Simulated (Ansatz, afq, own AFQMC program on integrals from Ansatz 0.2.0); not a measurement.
AFQMC on a folder of integrals that Ansatz 0.2.0 wrote.

```yaml
crystal:
  periodic: [false, false, false]
  atoms:
    - {symbol: Si, position_ang: [0.000000, 0.000000, 0.000000]}
    - {symbol: H, position_ang: [1.264090, 1.268367, 1.265539]}
    - {symbol: H, position_ang: [-1.269557, -1.261985, 1.266447]}
    - {symbol: H, position_ang: [-1.262437, 1.263625, -1.271917]}
    - {symbol: H, position_ang: [1.267903, -1.270007, -1.260068]}
basis:
  gaussian: {orbitals: 6-31G}
magnetization: {spin_polarized: false}
correlation: {method: ccsd_t, electrons: outside_noble_gas, hamiltonian_folder: ham}
```

```sh
$ ansatz run in.yaml --threads 1 --pin off --events-out ev --progress --plain --max-ram 16896MiB --backend cuda --devices 0, --max-vram 18GiB
```

afq runs on the folder ham with

```
--method phaseless --trial cisd --walkers 4000 --populations 20 --least-time 60 --time-step 0.005 --steps-per-block 50 --equilibration-blocks 40 --max-blocks 4000 --target-error 0.00034 --factor-cut 1e-05 --seed 6743 --release-times 0.24,0.51,0.99,1.62,2.4 --release-step 0.03 --release-every 3 --taylor-order 6
```

Times are imaginary, in 1/Eh. The walk had a cap of 122 s. With eight or more populations the least sampling time is a fifth of least-time, and the error comes from their spread.

Output of the walk:

```
orbitals 16  electrons 4 4  factors 94 of 268
reference energy -290.88081690 Eh
CCSD correlation -0.15531827 Eh in 10 cycles, weight of the determinant in the CISD state 0.7931
energy of the start -291.036113 Eh
 block  time / (1/Eh)  mean weight  energy / Eh
     1     0.250  0.9999  -291.033736
     2     0.500  1.0001  -291.032995
     3     0.750  0.9999  -291.033029
     4     1.000  1.0000  -291.033583
     5     1.250  1.0000  -291.034382
     8     2.000  0.9999  -291.036366
    11     2.750  1.0000  -291.038768
    17     4.250  1.0000  -291.041722
    23     5.750  1.0000  -291.042675
    29     7.250  1.0001  -291.042779
    33     8.250  0.9999  -291.041045
    35     8.750  0.9998  -291.042287
    41    10.250  1.0000  -291.044179
    47    11.750  0.9998  -291.042380
    53    13.250  0.9998  -291.044021
    59    14.750  1.0001  -291.042738
    65    16.250  0.9999  -291.043913
    71    17.750  1.0002  -291.042495
    77    19.250  1.0000  -291.043516
    83    20.750  0.9999  -291.042491
    89    22.250  0.9998  -291.042068
error from the spread of 20 populations
released: time / (1/Eh)  energy / Eh  error  mean overlap
  0.24  -291.043322  0.000233  1.0000
  0.51  -291.043502  0.000242  1.0005
  0.99  -291.043919  0.000189  1.0019
  1.62  -291.044330  0.000182  1.0033
  2.40  -291.044691  0.000153  1.0045
energy -291.043036 +/- 0.000264 Eh
(rows thinned)
```

The run passed its tests (sampling time, drift between the halves within three errors, error under three times the target), which doesn't prove that it has relaxed.

Against this walk (error 7.2 meV) on the same determinant: CCSD(T) 25.0 meV higher, CCSDT(Q) 63.6 meV lower, CCSDTQ 69.4 meV lower, full CI 69.3 meV lower. The error is statistical and leaves out the bias of the constraint. The released energies are still falling (meV from the phaseless value at times in 1/Eh: -8 ± 6 at 0.24, -13 ± 7 at 0.51, -24 ± 5 at 0.99, -35 ± 5 at 1.62, -45 ± 4 at 2.40), so they give no level; they do show a bias of the constraint, and the last of them that isn't too noisy lies 24 meV above full CI. Full CI is exact here, so the walk's 69 meV above it is the walk's own error: the bias of the constraint with this trial.

Cautions: constraint bias not in the error; restricted determinant unstable towards unrestricted (UHF 554 meV lower, ⟨S²⟩ 1.30); CCSD(T) is in doubt: in a space of 8 electrons in 8 natural orbitals full CI lies 84 meV below it.

The walk took 19 s on 1 × NVIDIA H100 80GB HBM3 with 2 threads of AMD EPYC 7R13 Processor (Zen 3), with other jobs on the host (the card was shared). The log's last line is the phaseless energy.

CCSDT and higher add their correlation energy to the determinant of the CCSD(T) run, since their own runs factorise the integrals more tightly (a shift of under 2 meV). A walk keeps the symmetry of its determinant, which the program's search chose and which needn't be the lowest solution, so a lower state of the same spin and another symmetry isn't excluded.
